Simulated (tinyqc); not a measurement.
Worked calculation: UHF in the sto-3g basis, for BH, spin multiplicity 3. This run ends on a higher stationary point, not on the lowest solution. Computed by tinyqc, a small Python program that keeps every step (integrals from PySCF). Settings: charge = 0, multiplicity = 3, basis = sto-3g, energy threshold = 1e-10, iteration cap = 63, orthogonalisation = canonical, start = core, DIIS depth = 6, method = UHF. Command: `OMP_NUM_THREADS=1 python tinyqc.py 31315 31316 out.jsonl` (the two numbers bound the seeds that draw the settings). One thread of a shared host (Intel(R) Xeon(R) Processor @ 2.60GHz), about 0.09 s of CPU time with the checks.

Geometry (angstrom):
```
atom         x         y         z
B     0.000000  0.000000  0.000000
H     0.000000  0.000000  2.357000
```

Stop when the energy changes by less than 1e-10 hartree and every element of the error matrix X^T (F D S - S D F) X (for each spin) is below 3e-06.

Course of the cycle:
```
iteration   E (hartree)     change  largest element of the error matrix
1          -24.07705561          -                             8.33e-02
2          -24.31766455  -2.41e-01                             1.10e-01
3          -24.45834571  -1.41e-01                             6.59e-02
4          -24.48982151  -3.15e-02                             6.14e-02
5          -24.47783083   1.20e-02                             5.51e-02
6          -24.48655878  -8.73e-03                             2.06e-02
7          -24.48653811   2.07e-05                             2.08e-02
8          -24.48814174  -1.60e-03                             1.31e-03
9          -24.48813696   4.78e-06                             2.39e-04
10         -24.48813709  -1.32e-07                             8.21e-05
11         -24.48813706   3.58e-08                             4.20e-06
12         -24.48813706  -1.68e-10                             2.55e-07
13         -24.48813706   1.10e-13                             9.09e-10
```

Can the last value be used, and what does the course show?

No, though the log alone does not show it. Converged in 13 iterations. But the solution lies 0.12937 hartree above the reference: it is another stationary point, not the lowest one. Reruns (cap 100 unless said): DIIS 8: converged in 13 to a higher stationary point; damping 0.5: not converged; level shift 0.5: not converged; atomic densities as start, DIIS 8: converged in 12. PySCF UHF in the same basis, after a stability check = -24.61750788 hartree.
